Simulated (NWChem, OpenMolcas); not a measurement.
C5H6 (2-methyl-1-buten-3-yne): the dipole moment, rung by rung

C5H6: 11 atoms, total charge 0, spin state singlet. As SMILES, `C#CC(=C)C`. The shape is that of a PBE0-D4/def2-TZVP optimisation.

Each level gives the dipole moment (D). The values are calculated.

Measured value to compare with: NIST CCCBDB gives the dipole moment of the gas as 0.51 D.

| level | kind | program | value (D) | computed − measured | CPU time |
| --- | --- | --- | --- | --- | --- |
| HF/def2-SVP | Hartree–Fock | NWChem | 0.47 | -0.04 | 9.7 s |
| SVWN5/def2-SVP | LDA | OpenMolcas | 0.53 | +0.02 | 45 s |
| BLYP/def2-SVP | GGA | NWChem | 0.49 | -0.02 | 20 s |
| B3LYP/def2-SVP | global hybrid | OpenMolcas | 0.48 | -0.03 | 57 s |
| BHLYP/def2-SVP | global hybrid | NWChem | 0.47 | -0.04 | 39 s |
| M06-2X/def2-SVP | hybrid meta-GGA | NWChem | 0.47 | -0.04 | 51 s |
| PBE0/def2-SVP | global hybrid | OpenMolcas | 0.50 | -0.01 | 58 s |
| wB97X/def2-SVP | range-separated hybrid | NWChem | 0.47 | -0.04 | 92 s |

Nearest: PBE0/def2-SVP (-0.01 D); farthest: HF/def2-SVP (-0.04 D). The measured dipole is a vibrational average, so differences of a few hundredths of a debye mean little. Computed less measured by kind, in D (def2-SVP rows): Hartree–Fock -0.04; LDA +0.02; GGA -0.02; global hybrid -0.04 to -0.01; range-separated hybrid -0.04. Magnitudes only: a small dipole may point the other way at some levels. Times are those of the runs behind each value, whatever else they computed, on shared processors of several kinds: orders of magnitude only.
